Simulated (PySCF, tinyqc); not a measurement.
Inside a calculation. Method: RHF in the sto-3g basis, for LiH, spin multiplicity 1. The lowest restricted solution is unstable here: a spin-polarised one lies 0.0789 hartree lower (PySCF). Computed by tinyqc, a small Python program that keeps every step (integrals from PySCF). Settings: charge = 0, multiplicity = 1, basis = sto-3g, energy threshold = 1e-08, iteration cap = 55, orthogonalisation = canonical, start = random, DIIS depth = 0, damping = 0.3, method = RHF. Command: `OMP_NUM_THREADS=1 python tinyqc.py 27039 27040 out.jsonl` (the two numbers bound the seeds that draw the settings). One thread of a shared host (Intel(R) Xeon(R) Processor @ 2.60GHz), about 0.07 s of CPU time with the checks. Later iterations appear only in the table of the cycle.

## One-electron integrals

Geometry (angstrom):

| atom | x | y | z |
|---|---|---|---|
| Li | 0.000000 | 0.000000 | 0.000000 |
| H | 0.000000 | 0.000000 | 3.017000 |

Basis sto-3g: exponents (1/bohr^2) and contraction coefficients of normalised primitives:

| element | l (shell) | exponent | coefficient |
|---|---|---|---|
| Li | s (1) | 16.119575 | 0.154329 |
| Li | s (1) | 2.936201 | 0.535328 |
| Li | s (1) | 0.794651 | 0.444635 |
| Li | s (2) | 0.636290 | -0.099967 |
| Li | s (2) | 0.147860 | 0.399513 |
| Li | s (2) | 0.048089 | 0.700115 |
| Li | p (3) | 0.636290 | 0.155916 |
| Li | p (3) | 0.147860 | 0.607684 |
| Li | p (3) | 0.048089 | 0.391957 |
| H | s (1) | 3.425251 | 0.154329 |
| H | s (1) | 0.623914 | 0.535328 |
| H | s (1) | 0.168855 | 0.444635 |

Overlap, kinetic and nuclear-attraction integrals over the contracted functions; the nuclear repulsion is the sum of Za Zb / Rab.

nuclear repulsion = 0.52619544 hartree

overlap S, lower triangle:
```
           1Li 1s    1Li 2s   1Li 2px   1Li 2py   1Li 2pz     2H 1s
1Li 1s   1.000000
1Li 2s   0.241137  1.000000
1Li 2px  0.000000  0.000000  1.000000
1Li 2py  0.000000  0.000000  0.000000  1.000000
1Li 2pz  0.000000  0.000000  0.000000  0.000000  1.000000
2H 1s    0.001853  0.121382  0.000000  0.000000  0.189285  1.000000
```

kinetic energy T (hartree), lower triangle:
```
            1Li 1s     1Li 2s   1Li 2px   1Li 2py   1Li 2pz     2H 1s
1Li 1s    3.576786
1Li 2s   -0.020237   0.102163
1Li 2px   0.000000   0.000000  0.319682
1Li 2py   0.000000   0.000000  0.000000  0.319682
1Li 2pz   0.000000   0.000000  0.000000  0.000000  0.319682
2H 1s    -0.001728  -0.002227  0.000000  0.000000  0.004358  0.760032
```

nuclear attraction V (hartree), lower triangle:
```
            1Li 1s     1Li 2s    1Li 2px    1Li 2py    1Li 2pz      2H 1s
1Li 1s   -8.158280
1Li 2s   -1.006638  -1.381227
1Li 2px   0.000000   0.000000  -1.360078
1Li 2py   0.000000   0.000000   0.000000  -1.360078
1Li 2pz  -0.004530  -0.053421   0.000000   0.000000  -1.394101
2H 1s    -0.006501  -0.156051   0.000000   0.000000  -0.244796  -1.752809
```

core Hamiltonian H = T + V (hartree), lower triangle:
```
            1Li 1s     1Li 2s    1Li 2px    1Li 2py    1Li 2pz      2H 1s
1Li 1s   -4.581493
1Li 2s   -1.026876  -1.279063
1Li 2px   0.000000   0.000000  -1.040396
1Li 2py   0.000000   0.000000   0.000000  -1.040396
1Li 2pz  -0.004530  -0.053421   0.000000   0.000000  -1.074419
2H 1s    -0.008229  -0.158277   0.000000   0.000000  -0.240438  -0.992777
```

## Two-electron integrals

Functions are numbered as in S; the eight-fold symmetry (ij|kl) = (ji|kl) = (kl|ij) leaves the list below.

Two-electron integrals (ij|kl) in chemists' order, unique and non-zero (hartree):
```
(11|11) 1.680395   (21|11) 0.265420   (21|21) 0.049941   (22|11) 0.397727
(22|21) 0.092860   (22|22) 0.290562   (31|31) 0.008981   (32|31) 0.013788
(32|32) 0.064184   (33|11) 0.396640   (33|21) 0.092880   (33|22) 0.290497
(33|33) 0.312946   (41|41) 0.008981   (42|41) 0.013788   (42|42) 0.064184
(43|43) 0.016869   (44|11) 0.396640   (44|21) 0.092880   (44|22) 0.290497
(44|33) 0.279207   (44|44) 0.312946   (51|51) 0.008981   (52|51) 0.013788
(52|52) 0.064184   (53|53) 0.016869   (54|54) 0.016869   (55|11) 0.396640
(55|21) 0.092880   (55|22) 0.290497   (55|33) 0.279207   (55|44) 0.279207
(55|55) 0.312946   (61|11) 0.001749   (61|21) 0.000344   (61|22) 0.000697
(61|33) 0.000684   (61|44) 0.000684   (61|51) 0.000059   (61|52) 0.000125
(61|55) 0.000726   (61|61) 2.91e-06   (62|11) 0.027064   (62|21) 0.006505
(62|22) 0.025220   (62|33) 0.023715   (62|44) 0.023715   (62|51) 0.000854
(62|52) 0.007853   (62|55) 0.028196   (62|61) 0.000061   (62|62) 0.006352
(63|31) 0.000194   (63|32) 0.001423   (63|53) 0.000770   (63|63) 0.000197
(64|41) 0.000194   (64|42) 0.001423   (64|54) 0.000770   (64|64) 0.000197
(65|11) 0.041229   (65|21) 0.009924   (65|22) 0.038796   (65|33) 0.036346
(65|44) 0.036346   (65|51) 0.001326   (65|52) 0.012338   (65|55) 0.043645
(65|61) 0.000093   (65|62) 0.010117   (65|65) 0.016131   (66|11) 0.175398
(66|21) 0.042295   (66|22) 0.173654   (66|33) 0.162780   (66|44) 0.162780
(66|51) 0.004529   (66|52) 0.052347   (66|55) 0.195059   (66|61) 0.000382
(66|62) 0.061434   (66|65) 0.098916   (66|66) 0.774606
```

## Orthogonalisation

S = U s U^T; canonical form X = U s^(-1/2), so that X^T S X = 1. Each column of U has its largest component positive (the first on a tie).

eigenvalues of S: 0.711316  0.841470  1.000000  1.000000  1.156692  1.290522

X:
```
                 1          2         3          4          5         6
1Li 1s   -0.629432   0.509953  0.000000   0.000000  -0.433049  0.467825
1Li 2s    0.757785  -0.330792  0.000000   0.000000  -0.285180  0.560470
1Li 2px   0.000000   0.000000  0.108206   0.994129   0.000000  0.000000
1Li 2py   0.000000   0.000000  0.994129  -0.108206   0.000000  0.000000
1Li 2pz   0.361820   0.693766  0.000000   0.000000   0.594525  0.268484
2H 1s    -0.551823  -0.581041  0.000000   0.000000   0.492153  0.412079
```

Within a degenerate level the vectors are fixed only up to a rotation; this is one choice.

## Starting guess

The start is random orthonormal orbitals; D = 2 C_occ C_occ^T.

D at the start, lower triangle:
```
            1Li 1s     1Li 2s    1Li 2px    1Li 2py   1Li 2pz     2H 1s
1Li 1s    0.003615
1Li 2s   -0.014739   0.064152
1Li 2px  -0.057486   0.223828   0.941525
1Li 2py  -0.032475   0.123493   0.539553   0.311281
1Li 2pz  -0.030979   0.063610   0.655449   0.415848  1.233342
2H 1s     0.049658  -0.255225  -0.652618  -0.330323  0.389033  1.367691
```

## Iteration 1: building the Fock matrix

J_ij = sum D_kl (ij|kl), K_ij = sum D_kl (ik|jl); F = H + J - 0.5 K; E = tr D H + tr D J / 2 - 0.25 tr D K + E_nn.

Coulomb J (hartree), lower triangle:
```
           1Li 1s    1Li 2s   1Li 2px   1Li 2py   1Li 2pz     2H 1s
1Li 1s   1.268199
1Li 2s   0.298640  0.994446
1Li 2px  0.004887  0.025290  0.982123
1Li 2py  0.002694  0.014017  0.018204  0.960860
1Li 2pz  0.007994  0.084509  0.021108  0.013521  1.039513
2H 1s    0.002370  0.155614  0.001368  0.000849  0.245880  1.566477
```

exchange K (hartree), lower triangle:
```
            1Li 1s    1Li 2s    1Li 2px    1Li 2py   1Li 2pz     2H 1s
1Li 1s    0.023832
1Li 2s    0.034584  0.178226
1Li 2px  -0.000015  0.056850   0.324608
1Li 2py  -0.000290  0.032033   0.159749   0.138008
1Li 2pz  -0.005369  0.037492   0.169840   0.110862  0.460701
2H 1s     0.001526  0.085653  -0.076457  -0.035324  0.259533  1.126892
```

Fock matrix F (hartree), lower triangle:
```
            1Li 1s     1Li 2s    1Li 2px    1Li 2py    1Li 2pz     2H 1s
1Li 1s   -3.325210
1Li 2s   -0.745528  -0.373730
1Li 2px   0.004894  -0.003135  -0.220577
1Li 2py   0.002839  -0.001999  -0.061671  -0.148540
1Li 2pz   0.006149   0.012342  -0.063812  -0.041910  -0.265257
2H 1s    -0.006622  -0.045490   0.039596   0.018512  -0.124325  0.010254
```

total energy of this density = -2.01079322 hartree

This density is the starting one.

## Iteration 1: diagonalisation and new density

Diagonalise F' = X^T F X, C = X C', fill 2 alpha and 2 beta electrons from the bottom; D = 2 C_occ C_occ^T; the new density keeps 0.3 of the old one (damping). Each column has its largest component positive (the first on a tie).

F' = X^T F X (hartree), lower triangle:
```
           1          2          3          4          5          6
1  -0.765360
2   0.742751  -0.692952
3  -0.033965  -0.044399  -0.162652
4  -0.046995  -0.059289  -0.067976  -0.206466
5  -0.778606   0.580536  -0.018498  -0.017778  -0.993906
6   0.799225  -0.861760  -0.003427   0.000088   0.923278  -1.299310
```

orbital energies (hartree): MO1 -3.326339, MO2 -0.337834, MO3 -0.223543, MO4 -0.215408, MO5 -0.112958, MO6 0.095437

coefficients C:
```
               MO1        MO2        MO3        MO4        MO5        MO6
1Li 1s    1.004530   0.011994  -0.190964  -0.122925   0.000994   0.042728
1Li 2s   -0.019559  -0.041884   0.858369   0.547654  -0.004519  -0.200590
1Li 2px  -0.001706   0.565725   0.392543  -0.505962  -0.482973   0.191318
1Li 2py  -0.000990   0.342922   0.206512  -0.253108   0.874871   0.101453
1Li 2pz  -0.002422   0.739212  -0.320681   0.446950  -0.034529  -0.433054
2H 1s     0.002631   0.045298  -0.133001   0.318578  -0.006194   0.965848
```

D after iteration 1, lower triangle:
```
            1Li 1s     1Li 2s    1Li 2px    1Li 2py   1Li 2pz     2H 1s
1Li 1s    1.414000
1Li 2s   -0.032632   0.022237
1Li 2px  -0.010145   0.034022   0.730524
1Li 2py  -0.005377   0.016967   0.433467   0.258019
1Li 2pz  -0.000288  -0.024196   0.782108   0.479647  1.135019
2H 1s     0.019358  -0.079296  -0.159915  -0.077354  0.163580  0.413190
```

## Iteration 2: building the Fock matrix

As before.

Coulomb J (hartree), lower triangle:
```
           1Li 1s    1Li 2s   1Li 2px   1Li 2py   1Li 2pz     2H 1s
1Li 1s   3.291627
1Li 2s   0.591051  1.260147
1Li 2px  0.000694  0.003633  1.254223
1Li 2py  0.000341  0.001810  0.014624  1.238281
1Li 2pz  0.001500  0.021311  0.026141  0.016063  1.282886
2H 1s    0.004139  0.121159  0.001235  0.000755  0.187930  0.971582
```

exchange K (hartree), lower triangle:
```
            1Li 1s     1Li 2s   1Li 2px   1Li 2py   1Li 2pz     2H 1s
1Li 1s    2.378973
1Li 2s    0.392186   0.208764
1Li 2px  -0.000626   0.006965  0.265456
1Li 2py  -0.000439   0.003500  0.128339  0.125558
1Li 2pz  -0.002321  -0.001292  0.225628  0.139141  0.404141
2H 1s     0.004099   0.037239  0.003813  0.005618  0.120098  0.360847
```

Fock matrix F (hartree), lower triangle:
```
            1Li 1s     1Li 2s    1Li 2px    1Li 2py    1Li 2pz      2H 1s
1Li 1s   -2.479353
1Li 2s   -0.631917  -0.123298
1Li 2px   0.001007   0.000150   0.081098
1Li 2py   0.000561   0.000060  -0.049545   0.135106
1Li 2pz  -0.001869  -0.031464  -0.086673  -0.053507   0.006397
2H 1s    -0.006139  -0.055737  -0.000672  -0.002054  -0.112557  -0.201619
```

total energy of this density = -5.90100568 hartree

This density is a damped mixture and is not idempotent.

## Iteration 2: diagonalisation and new density

As before.

F' = X^T F X (hartree), lower triangle:
```
           1          2          3          4          5          6
1  -0.439932
2   0.456225  -0.423972
3  -0.021835  -0.041866   0.123814
4  -0.029319  -0.055070  -0.054195   0.092390
5  -0.521271   0.607179  -0.038551  -0.048452  -0.713613
6   0.713210  -0.600786  -0.017317  -0.021243   0.659847  -1.009477
```

orbital energies (hartree): MO1 -2.479847, MO2 -0.231063, MO3 -0.038430, MO4 0.055377, MO5 0.158510, MO6 0.164664

coefficients C:
```
               MO1        MO2        MO3        MO4        MO5        MO6
1Li 1s    0.996414  -0.034903   0.003405  -0.261806   0.003812  -0.001203
1Li 2s    0.014472   0.126872  -0.009872   1.030752  -0.015511   0.004798
1Li 2px  -0.000361   0.100219   0.615378  -0.014357  -0.657233  -0.423208
1Li 2py  -0.000200   0.064754   0.368468  -0.012001  -0.224251   0.899781
1Li 2pz   0.001066   0.317080   0.641283   0.003246   0.717364  -0.106599
2H 1s    -0.001050   0.860447  -0.417937  -0.245571  -0.278310   0.036587
```

D after iteration 2, lower triangle:
```
            1Li 1s    1Li 2s   1Li 2px   1Li 2py   1Li 2pz     2H 1s
1Li 1s    1.815884
1Li 2s    0.004199  0.029500
1Li 2px  -0.008444  0.028000  0.233219
1Li 2py  -0.005056  0.016588  0.139126  0.083276
1Li 2pz  -0.014093  0.049083  0.279120  0.172639  0.481263
2H 1s    -0.037703  0.129024  0.072753  0.054799  0.431034  1.160474
```

## Iteration 3: building the Fock matrix

As before.

Coulomb J (hartree), lower triangle:
```
           1Li 1s    1Li 2s   1Li 2px   1Li 2py   1Li 2pz     2H 1s
1Li 1s   3.627726
1Li 2s   0.618517  1.204745
1Li 2px  0.000649  0.003569  1.186512
1Li 2py  0.000388  0.002146  0.004694  1.181454
1Li 2pz  0.007715  0.079312  0.009529  0.005909  1.239786
2H 1s    0.004315  0.153414  0.000535  0.000333  0.241075  1.474392
```

exchange K (hartree), lower triangle:
```
            1Li 1s    1Li 2s   1Li 2px   1Li 2py   1Li 2pz     2H 1s
1Li 1s    3.062281
1Li 2s    0.497980  0.171402
1Li 2px  -0.000374  0.010859  0.102071
1Li 2py  -0.000233  0.006722  0.041192  0.057677
1Li 2pz   0.000251  0.050730  0.085341  0.053148  0.233695
2H 1s     0.005418  0.129780  0.022914  0.015751  0.237257  1.009015
```

Fock matrix F (hartree), lower triangle:
```
            1Li 1s     1Li 2s    1Li 2px    1Li 2py    1Li 2pz      2H 1s
1Li 1s   -2.484908
1Li 2s   -0.657349  -0.160019
1Li 2px   0.000836  -0.001861   0.095080
1Li 2py   0.000505  -0.001215  -0.015902   0.112219
1Li 2pz   0.003060   0.000526  -0.033141  -0.020665   0.048519
2H 1s    -0.006622  -0.069753  -0.010922  -0.007543  -0.117991  -0.022893
```

total energy of this density = -7.10531135 hartree

This density is a damped mixture and is not idempotent.

## Iteration 3: diagonalisation and new density

As before.

F' = X^T F X (hartree), lower triangle:
```
           1          2          3          4          5          6
1  -0.350168
2   0.538510  -0.352157
3  -0.005381  -0.010929   0.108597
4  -0.007362  -0.014507  -0.017373   0.098702
5  -0.548635   0.558393  -0.018472  -0.023046  -0.678169
6   0.675857  -0.615912  -0.010568  -0.012983   0.724092  -0.999176
```

orbital energies (hartree): MO1 -2.486353, MO2 -0.112945, MO3 0.018758, MO4 0.089660, MO5 0.121720, MO6 0.196788

coefficients C:
```
               MO1        MO2        MO3        MO4        MO5        MO6
1Li 1s    0.993728  -0.086903  -0.231862  -0.068113  -0.000813  -0.095825
1Li 2s    0.024827   0.322393   0.874917   0.262155   0.003135   0.374631
1Li 2px  -0.000324   0.118771  -0.210783   0.808629  -0.508097  -0.171525
1Li 2py  -0.000195   0.075836  -0.129297   0.474572   0.861272  -0.102585
1Li 2pz  -0.001018   0.456505  -0.466245  -0.024848  -0.003368   0.781894
2H 1s    -0.001382   0.704973  -0.036758  -0.264180  -0.005059  -0.697125
```

D after iteration 3, lower triangle:
```
            1Li 1s    1Li 2s   1Li 2px   1Li 2py   1Li 2pz     2H 1s
1Li 1s    1.937831
1Li 2s   -0.003424  0.155225
1Li 2px  -0.017434  0.061996  0.089715
1Li 2py  -0.011015  0.039198  0.054348  0.033034
1Li 2pz  -0.061185  0.220733  0.159644  0.100259  0.436136
2H 1s    -0.099003  0.356849  0.139049  0.091287  0.579865  1.043927
```

## Iteration 25 (converged): orbitals

converged F (hartree), lower triangle:
```
            1Li 1s     1Li 2s    1Li 2px    1Li 2py    1Li 2pz      2H 1s
1Li 1s   -2.381691
1Li 2s   -0.645556  -0.203872
1Li 2px   0.000000  -0.000001   0.150957
1Li 2py   0.000000   0.000000   0.000000   0.150957
1Li 2pz   0.011092  -0.027171  -0.000001  -0.000001   0.110438
2H 1s    -0.004367  -0.127366  -0.000001  -0.000001  -0.122069  -0.047578
```

Diagonalise F' = X^T F X, C = X C', fill 2 alpha and 2 beta electrons from the bottom; D = 2 C_occ C_occ^T. Each column has its largest component positive (the first on a tie).

F' = X^T F X (hartree), lower triangle:
```
           1          2          3          4          5          6
1  -0.312585
2   0.535200  -0.314425
3   0.000000   0.000000   0.150957
4   0.000000   0.000001   0.000000   0.150957
5  -0.536739   0.575966  -0.000001  -0.000001  -0.625480
6   0.625894  -0.542824  -0.000001  -0.000001   0.694282  -1.016869
```

orbital energies (hartree): MO1 -2.384031, MO2 -0.174469, MO3 0.056941, MO4 0.150957, MO5 0.150957, MO6 0.232202

coefficients C:
```
               MO1        MO2        MO3        MO4        MO5        MO6
1Li 1s    0.991738  -0.158203  -0.218021   0.000000   0.000000  -0.080768
1Li 2s    0.032231   0.579110   0.800622   0.000001   0.000000   0.318926
1Li 2px   0.000000   0.000005  -0.000004   0.842336  -0.538953  -0.000001
1Li 2py   0.000000   0.000003  -0.000002   0.538953   0.842336  -0.000001
1Li 2pz  -0.003832   0.270630  -0.500258  -0.000003   0.000000   0.845136
2H 1s    -0.001717   0.669496  -0.383400  -0.000006   0.000000  -0.677435
```

D after iteration 25, lower triangle:
```
            1Li 1s    1Li 2s   1Li 2px   1Li 2py   1Li 2pz     2H 1s
1Li 1s    2.017147
1Li 2s   -0.119305  0.672815
1Li 2px  -0.000002  0.000005  0.000000
1Li 2py  -0.000001  0.000003  0.000000  0.000000
1Li 2pz  -0.093230  0.313202  0.000003  0.000002  0.146511
2H 1s    -0.215238  0.775314  0.000006  0.000004  0.362385  0.896456
```

Within a degenerate level the vectors are fixed only up to a rotation; this is one choice.

## Convergence

Stop when the energy changes by less than 1e-08 hartree and every element of the error matrix X^T (F D S - S D F) X is below 3e-05.

Course of the cycle:

| iteration | E (hartree) | change | largest element of the error matrix |
|---|---|---|---|
| 1 | -2.01079322 | - | 1.27e-01 |
| 2 | -5.90100568 | -3.89e+00 | 1.26e-01 |
| 3 | -7.10531135 | -1.20e+00 | 1.03e-01 |
| 4 | -7.50569750 | -4.00e-01 | 6.10e-02 |
| 5 | -7.63742393 | -1.32e-01 | 3.12e-02 |
| 6 | -7.68205108 | -4.46e-02 | 2.11e-02 |
| 7 | -7.69809463 | -1.60e-02 | 1.55e-02 |
| 8 | -7.70430179 | -6.21e-03 | 1.15e-02 |
| 9 | -7.70687482 | -2.57e-03 | 9.25e-03 |
| 10 | -7.70799813 | -1.12e-03 | 7.02e-03 |
| 11 | -7.70850460 | -5.06e-04 | 5.14e-03 |
| 12 | -7.70873683 | -2.32e-04 | 3.67e-03 |
| 13 | -7.70884406 | -1.07e-04 | 2.58e-03 |
| 14 | -7.70889366 | -4.96e-05 | 1.79e-03 |
| 15 | -7.70891659 | -2.29e-05 | 1.23e-03 |
| 16 | -7.70892716 | -1.06e-05 | 8.46e-04 |
| 17 | -7.70893203 | -4.87e-06 | 5.78e-04 |
| 18 | -7.70893427 | -2.24e-06 | 3.94e-04 |
| 19 | -7.70893530 | -1.03e-06 | 2.68e-04 |
| 20 | -7.70893577 | -4.71e-07 | 1.82e-04 |
| 21 | -7.70893598 | -2.16e-07 | 1.24e-04 |
| 22 | -7.70893608 | -9.90e-08 | 8.39e-05 |
| 23 | -7.70893613 | -4.54e-08 | 5.69e-05 |
| 24 | -7.70893615 | -2.08e-08 | 3.86e-05 |
| 25 | -7.70893616 | -9.52e-09 | 2.62e-05 |

PySCF RHF in the same basis = -7.70893617 hartree

Converged in 25 iterations.

## Populations, bond orders and dipole

Mulliken: Z minus the diagonal of D S on the atom; Loewdin: the same with S^(1/2) D S^(1/2); Mayer order: 2 sum_s sum (D(s) S)_ij (D(s) S)_ji over the two atoms.

Charges (e):

| atom | Mulliken | Loewdin |
|---|---|---|
| 1Li | 0.058761 | 0.057125 |
| 2H | -0.058761 | -0.057125 |

Mayer bond orders:

| pair | order |
|---|---|
| 2-1 | 0.996547 |

dipole moment about the origin, x y z (debye): -0.000050  -0.000032  -5.109039
